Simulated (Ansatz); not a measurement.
A calculation with Ansatz (development build ahead of 0.2.0).

```yaml
crystal:
  periodic: [false, false, false]
  atoms:
    - { symbol: C, position_ang: [0.0, 0.0, 0.0] }
    - { symbol: O, position_ang: [0.0, 0.0, 1.5] }
basis:
  gaussian: { orbitals: pcseg-2 }
total_charge: 1
magnetization:
  initial_magnetization: 1
hamiltonian:
  xc: pbe0
```

The input is written out in the form of the current development build from the run's settings.

Results

```yaml
Converged: yes
Total_energy: -112.57297 hartree
Spin_squared_of_the_determinant: 0.750
Stability_test: minimum among restricted orbitals
```
